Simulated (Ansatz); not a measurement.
# Worked example: building the atomization energy of Cl$_{2}$, singlet

Measured: the G2/97 heats of formation, with zero-point and thermal terms from B3LYP taken off, give an electronic atomization energy of 57.9 kcal/mol (Curtiss et al., J. Chem. Phys. 106, 1063 (1997); Staroverov et al., J. Chem. Phys. 119, 12129 (2003)). The calculation below tries to reproduce it.

Geometry (MP2(full)/6-31G*, from the G2/97 set):

```tsv
atom	x (Å)	y (Å)	z (Å)
Cl	0.0000	0.0000	0.0000
Cl	0.0000	0.0000	2.0151
```

Atomization energies (atoms less molecule, kcal/mol) from Ansatz 0.2.0, frozen cores, restricted molecule, unrestricted atoms (their steps beyond CCSDT(Q) from restricted open-shell runs), sets cc-pV(D+d)Z, cc-pV(T+d)Z, cc-pV(Q+d)Z:

| level | DZ | TZ | QZ |
| --- | --- | --- | --- |
| HF | 13.60 | 18.44 | 18.75 |
| CCSD(T) | 43.45 | 53.25 | 56.67 |
| CCSDT | 43.47 | 52.96 | 56.29 |
| CCSDT(Q) | 43.76 | 53.41 | 56.81 |
| CCSDTQ | 43.73 | – | – |

**Question.** Extrapolate Hartree–Fock with exp(−5.46 √X) and the CCSD(T) correlation part with X⁻³ (X = 3, 4), add each higher step from the largest set that has it, and compare with the measured value.

**Answer.** Hartree–Fock: 18.75 + (18.75 − 18.44) × 0.301 = 18.84.
Correlation: TZ 34.81, QZ 37.92; (64 × 37.92 − 27 × 34.81) / 37 = 40.19.
Full triples (QZ): 56.29 − 56.67 = -0.38.
(Q) (QZ): 56.81 − 56.29 = 0.52.
Full quadruples (DZ): 43.73 − 43.76 = -0.03.
Sum: 59.1 kcal/mol, 1.2 above the measured 57.9.

The steps beyond CCSD(T) add 0.11 kcal/mol, while going from QZ to the limit adds 2.36. Core correlation, scalar relativity, spin–orbit terms and the relaxation from this MP2 geometry are missing from the sum, and the measured value has its own uncertainty.
